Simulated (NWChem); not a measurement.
The numbers come from NWChem runs, not from measurements. System: hydrogen fluoride (HF), charge 0, spin multiplicity 1, at a geometry optimised with B3LYP/def2-SVP. Level: EOM-CCSD/aug-cc-pVDZ, 1 core orbitals frozen.

Output (cleaned and shortened):

```
             Northwest Computational Chemistry Package (NWChem) 7.3.0
             --------------------------------------------------------

                                NWChem Input Module
                                -------------------

 Scaling coordinates for geometry "geometry" by  1.889725989
 (inverse scale =  0.529177249)

 Turning off AUTOSYM since
 SYMMETRY directive was detected!

                             Geometry "geometry" -> ""
                             -------------------------

 Output coordinates in angstroms (scale by  1.889725989 to convert to a.u.)

  No.       Tag          Charge          X              Y              Z
 ---- ---------------- ---------- -------------- -------------- --------------
    1 F                    9.0000     0.00000000     0.00000000     0.09247500
    2 H                    1.0000     0.00000000     0.00000000    -0.83227700

 Effective nuclear repulsion energy (a.u.)       5.1501324041

            Nuclear Dipole moment (a.u.)
            ----------------------------
        X                 Y               Z
 ---------------- ---------------- ----------------
     0.0000000000     0.0000000000    -0.0000037795

      Symmetry information
      --------------------

 Group name             C2v
 Group number             16
 Group order               4
 No. of unique centers     2

      Symmetry unique atoms

     1    2


 Summary of "ao basis" -> "" (spherical)
 ------------------------------------------------------------------------------
       Tag                 Description            Shells   Functions and Types
 ---------------- ------------------------------  ------  ---------------------
 *                        aug-cc-pvdz                 on all atoms

 Summary of "ao basis" -> "ao basis" (spherical)
 ------------------------------------------------------------------------------
       Tag                 Description            Shells   Functions and Types
 ---------------- ------------------------------  ------  ---------------------
 F                        aug-cc-pvdz                9       23   4s3p2d
 H                        aug-cc-pvdz                5        9   3s2p

                                 NWChem SCF Module
                                 -----------------

  ao basis        = "ao basis"
  functions       =    32
  atoms           =     2
  closed shells   =     5
  open shells     =     0
  charge          =   0.00
[...]
 Iteration   2 using    2 trial vectors
   0.1298021609112   0.4125848573446   11.22701     0.1     0.1

 Iteration   3 using    3 trial vectors
   0.1293738152046   0.3963233765890   10.78451     0.1     0.1

 Iteration   4 using    4 trial vectors
   0.0666477442076   0.3795633899978   10.32845     0.1     0.1

 Iteration   5 using    5 trial vectors
   0.0287453209090   0.3767085834996   10.25077     0.1     0.1

 Iteration   6 using    6 trial vectors
   0.0187027204512   0.3759813332824   10.23098     0.1     0.1

 Iteration   7 using    7 trial vectors
   0.0068947500465   0.3758081932747   10.22627     0.1     0.1

 Iteration   8 using    8 trial vectors
   0.0026219800093   0.3759303590312   10.22959     0.1     0.1

 Iteration   9 using    9 trial vectors
   0.0012354754192   0.3759049875626   10.22890     0.1     0.1

 Iteration  10 using   10 trial vectors
   0.0007509617836   0.3759167890873   10.22922     0.1     0.1

 Iteration  11 using   11 trial vectors
   0.0002470347478   0.3759085165691   10.22900     0.1     0.1

 Iteration  12 using   12 trial vectors
   0.0000769773770   0.3759058953646   10.22892     0.1     0.1

 Iteration  13 using   13 trial vectors
   0.0000235096402   0.3759062856793   10.22893     0.1     0.1

 Iteration  14 using   14 trial vectors
   0.0000079397871   0.3759061889287   10.22893     0.1     0.1
 --------------------------------------------------------------
 Iterations converged
 ------------------

 Excited state root  1
 Excitation energy / hartree =        0.375906188928736
                   / eV      =       10.228932203381262
 largest EOMCCSD amplitudes: R1 and R2

 Singles contributions
     6a1  (alpha) ---     5b1  (alpha)       -0.7965843441
     7a1  (alpha) ---     5b1  (alpha)       -0.4198226063
    10a1  (alpha) ---     5b1  (alpha)       -0.2633566881
    14a1  (alpha) ---     5b1  (alpha)        0.1275029497

 Doubles contributions

 =========================================
 Excited-state calculation ( b2  symmetry)
 =========================================
 Dim. of EOMCC iter. space      500

 EOMCCSD SOLVER TYPE  1
  maxdiff =   0.68654951499835926

 No. of initial right vectors    1

 EOM-CCSD right-hand side iterations
 --------------------------------------------------------------
      Residuum       Omega / hartree  Omega / eV    Cpu    Wall
 --------------------------------------------------------------

 Iteration   1 using    1 trial vectors
   0.7720576651118   0.5670602273397   15.43050     0.1     0.1

 Iteration   2 using    2 trial vectors
   0.1298021609112   0.4125848573446   11.22701     0.1     0.1

 Iteration   3 using    3 trial vectors
   0.1293738152046   0.3963233765890   10.78451     0.1     0.1

 Iteration   4 using    4 trial vectors
   0.0666477442076   0.3795633899978   10.32845     0.1     0.1

 Iteration   5 using    5 trial vectors
   0.0287453209090   0.3767085834996   10.25077     0.1     0.1

 Iteration   6 using    6 trial vectors
   0.0187027204512   0.3759813332824   10.23098     0.1     0.1

 Iteration   7 using    7 trial vectors
   0.0068947500465   0.3758081932747   10.22627     0.1     0.1

 Iteration   8 using    8 trial vectors
   0.0026219800093   0.3759303590312   10.22959     0.1     0.1

 Iteration   9 using    9 trial vectors
   0.0012354754192   0.3759049875626   10.22890     0.1     0.1

 Iteration  10 using   10 trial vectors
   0.0007509617836   0.3759167890873   10.22922     0.1     0.1

 Iteration  11 using   11 trial vectors
   0.0002470347478   0.3759085165691   10.22900     0.1     0.1

 Iteration  12 using   12 trial vectors
   0.0000769773770   0.3759058953646   10.22892     0.1     0.1

 Iteration  13 using   13 trial vectors
   0.0000235096402   0.3759062856793   10.22893     0.1     0.1

 Iteration  14 using   14 trial vectors
   0.0000079397871   0.3759061889287   10.22893     0.1     0.1
 --------------------------------------------------------------
 Iterations converged
 ------------------

 Excited state root  1
 Excitation energy / hartree =        0.375906188928737
                   / eV      =       10.228932203381287
 largest EOMCCSD amplitudes: R1 and R2

 Singles contributions
     6a1  (alpha) ---     4b2  (alpha)       -0.7965843441
     7a1  (alpha) ---     4b2  (alpha)       -0.4198226063
    10a1  (alpha) ---     4b2  (alpha)       -0.2633566881
    14a1  (alpha) ---     4b2  (alpha)        0.1275029497

 Doubles contributions

 Task  times  cpu:        7.3s     wall:        7.3s

 Total times  cpu:        7.4s     wall:        7.4s
```

Problem. Write an NWChem input that would produce this output.

Solution. Several could match; the one computed here: 
```
start mol
memory heap 100 mb stack 700 mb global 1900 mb
geometry units angstroms nocenter noautoz
  F      0.000000     0.000000     0.092475
  H      0.000000     0.000000    -0.832277
  symmetry group C2v
end
basis spherical
  * library aug-cc-pvdz
end
scf
  rhf
  nopen 0
  maxiter 100
  thresh 1e-7
  semidirect memsize 60000000 filesize 0
end
tce
  freeze core 1
  ccsd
  nroots 1
  2eorb
  2emet 13
  thresh 1e-5
  maxiter 200
  tilesize 24
end
task tce energy
```
